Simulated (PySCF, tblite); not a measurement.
**C₅H₁₁ radical: geometry, infrared bands and EPR parameters**

Aim: predict the infrared bands and EPR parameters of C₅H₁₁ radical (`[CH2]C(C)(C)C`).

The runs use tblite 0.8.0 and PySCF 2.14.0, with density-fitted response routines of our own; the level of theory stands in each step. All values are computed, except where a source is named. Atoms count from 0, in the outputs and in this text.

## 1. Starting geometry

16 atoms, charge 0, multiplicity 2; geometry from: force field or distance geometry start.

Bonds of the start (Å): C0–C1 1.51, C1–C2 1.52, C1–C3 1.53, C1–C4 1.54, C0–H5 1.08, C0–H6 1.09, C2–H7 1.10, C2–H8 1.10, C2–H9 1.11, C3–H10 1.09, C3–H11 1.11, C3–H12 1.09, C4–H13 1.09, C4–H14 1.08, C4–H15 1.09.

## 2. Relaxing the molecule with GFN2-xTB

Job settings and geometry (Å):

```
{"job": {"kind": "relax", "xc": "GFN2-xTB", "basis": "xTB"}, "charge": 0, "multiplicity": 2}
C     -0.887100    -0.177000     1.327300
C     -0.062400    -0.021400     0.076600
C     -0.008600     1.449900    -0.314900
C     -0.671600    -0.848100    -1.059200
C      1.367000    -0.524800     0.372900
H     -0.469900     0.011200     2.304100
H     -1.976200    -0.231700     1.252800
H      0.423300     2.078400     0.478800
H      0.590700     1.596300    -1.220300
H     -1.027300     1.837700    -0.521300
H     -0.078100    -0.772600    -1.968500
H     -0.727300    -1.921600    -0.784500
H     -1.693600    -0.521000    -1.276600
H      1.848700     0.053100     1.164300
H      1.368400    -1.568000     0.670900
H      1.996600    -0.431300    -0.513900
```

Run with:

```console
OMP_NUM_THREADS=1 python probes_run.py task.json out
```

The driver reads the jobs from task.json and runs them one after another.

**Question.** This job is followed by: GFN2-xTB harmonic vibrations, gas phase; UKS B3LYP, pcH-1 on C H, non-relativistic, mean-field spin-orbit, GIAO. Predict these results of the whole session: strongest single infrared mode (GFN2-xTB); zero-point energy (GFN2-xTB); g(iso) (B3LYP); ⟨S²⟩; largest a(iso) (averaged by class); potential on the surface of density 0.002 e/bohr³, 1st and 99th percentile.

As calculated:

| quantity | value |
| --- | --- |
| strongest single infrared mode (GFN2-xTB) | 3032 cm⁻¹, 104 km/mol |
| zero-point energy (GFN2-xTB) | 89.5 kcal/mol |
| g(iso) (B3LYP) | 2.00254 |
| ⟨S²⟩ | 0.754 (exact 0.75) |
| largest a(iso) (averaged by class) | 13C on C0, 92.8 MHz |
| potential on the surface of density 0.002 e/bohr³, 1st and 99th percentile | -0.43 V and 0.61 V |

In words: Relaxing lowered the energy by 0.060 eV in 22 steps; the close pair that moved most is C0–C1, from 1.506 to 1.478 Å. No mode is imaginary among the 42: a minimum at this level. GFN2-xTB is a fitted tight-binding method: band positions and strengths are rough. Its intensities can rank the bands wrongly. Most of the unpaired spin sits on C0 (1.09 e). The isotropic g lies 0.2 ppt above the free-electron value. The conformer search found further structures of the same energy, which may be mirror or relabelled copies of this one.
